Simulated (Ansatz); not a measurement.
| atom | x (Å) | y (Å) | z (Å) |
| --- | --- | --- | --- |
| C | 0.0000 | 0.0000 | -1.2193 |
| C | 0.0000 | 0.0000 | 0.0989 |
| H | 0.0000 | 0.9388 | -1.7532 |
| H | 0.0000 | -0.9388 | -1.7532 |
| O | 0.0000 | 0.0000 | 1.2786 |

Basis set: pcseg-2 (spherical functions). Charge 0, multiplicity 1.

Computed with Ansatz (development build ahead of 0.2.0); free ground-state atoms in the same class of orbitals, no zero-point energy, no relativity. Restricted functionals stand beside restricted open-shell atoms, which can lie above the unrestricted atoms usual in DFT and then raise those values.

The atomization energy of singlet C₂H₂O from measured heats of formation, zero-point and thermal terms removed is 23.089 eV (G2/97 set, Curtiss et al., J. Chem. Phys. 106, 1063 (1997), as shipped with ASE); it holds spin-orbit and other relativistic effects.

Question: How far do ωB97X (unrestricted), PBE (restricted) miss it in this basis?

Answer:

```csv
method,atomization energy (eV),computed − measured (eV)
ωB97X (unrestricted),23.133,0.044
PBE (restricted),24.353,1.264
```
